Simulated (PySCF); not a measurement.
C4H9F.
Structure used (PBE0-D3(BJ)/def2-TZVP), in Å, numbered top down from 1:
```
atom  x, y, z in Å
C1     1.382    0.011   -0.446
C2     0.081   -0.075    0.323
C3    -0.799   -1.203   -0.172
C4    -0.652    1.249    0.353
F5     0.418   -0.380    1.655
H6     1.190    0.219   -1.501
H7     2.010    0.808   -0.045
H8     1.928   -0.932   -0.372
H9    -1.112   -1.019   -1.202
H10   -1.690   -1.289    0.451
H11   -0.257   -2.150   -0.140
H12   -0.012    2.025    0.777
H13   -0.941    1.550   -0.655
H14   -1.553    1.169    0.964
```

The closed-shell ground state was solved at several levels (PySCF, density fitting, gas phase, non-relativistic). Geometry: PBE0-D3(BJ)/def2-TZVP; no solvent, vibrations or thermal averaging.

```json
{"level": "B97-2/pcSseg-2", "basis functions": "306", "total energy (Eh)": "-257.7157", "HOMO (eV)": "-8.87", "LUMO (eV)": "0.57", "gap (eV)": "9.44", "dipole (D)": "1.95"}
{"level": "KT3/pcSseg-2", "basis functions": "306", "total energy (Eh)": "-261.5412", "HOMO (eV)": "-7.70", "LUMO (eV)": "-0.35", "gap (eV)": "7.35", "dipole (D)": "1.85"}
{"level": "wB97X-D/pcSseg-2", "basis functions": "306", "total energy (Eh)": "-257.7263", "HOMO (eV)": "-11.06", "LUMO (eV)": "2.21", "gap (eV)": "13.27", "dipole (D)": "1.99"}
```

Question: What might PBE0/pcSseg-2 (306 basis functions) give for the same quantities?

Answer: Total energy -257.5097 Eh, HOMO -9.15 eV, LUMO 0.52 eV, gap 9.67 eV, dipole 1.96 D.

Question: Over all these levels, which gives the widest orbital gap and which the narrowest?

Answer: wB97X-D/pcSseg-2 (range-separated hybrid) has the widest, 13.27 eV, and KT3/pcSseg-2 (GGA) the narrowest, 7.35 eV. From the narrowest to the widest the HOMO moves by -3.36 eV and the LUMO by +2.56 eV.

Question: In the pcSseg-2 basis, how does the gap go with the fixed share of exact exchange?

Answer: KT3 (0 %) 7.35 eV; B97-2 (21 %) 9.44 eV; PBE0 (25 %) 9.67 eV. Each rise in the share widens the gap here.

Question: How far do the dipole and the HOMO energy spread over the levels?

Answer: The dipole runs from 1.85 to 1.99 D (mean 1.94 D) and the HOMO from -11.06 to -7.70 eV.

Note: wB97X-D ran without an empirical dispersion term, which enters the total energy and its gradient alone.
